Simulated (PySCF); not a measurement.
Coordinates in bohr (charge 0 multiplicity 1):
```
B     0.0000    0.0000   -0.2082
O     0.0000    0.0000   -2.4873
F     0.0000    0.0000    2.2147
```

Level of theory: PBE0 in PySCF with B def2-TZVP, O def2-TZVP, F def2-TZVP; no relativity; density-fitted integrals.

This geometry of BOF is a stationary point at this level.

(1) What is the point group?

(2) Is it a minimum?

(3) Which band is strongest in the infrared?

(4) Give the atomic charges and bond orders.

(5) Give the ideal-gas entropy at 298.15 K and 1 bar by parts.

Answers

(1) C∞v.

(2) Yes: all harmonic wavenumbers are real.

(3) 2137 cm⁻¹ (σ+), 363 km/mol.

(4) 
| atom | Mulliken | Löwdin | polar tensor | Mayer order to B1 |
| --- | --- | --- | --- | --- |
| B1 | 0.36 | -0.63 | 1.12 | – |
| O2 | -0.17 | 0.23 | -0.67 | 2.46 |
| F3 | -0.20 | 0.41 | -0.45 | 1.21 |

(5) translation 156.6, rotation 62.3, vibration 5.6, spin 0.0; total 224.6 J/(mol K).

Other isomers or separated fragments may lie lower.
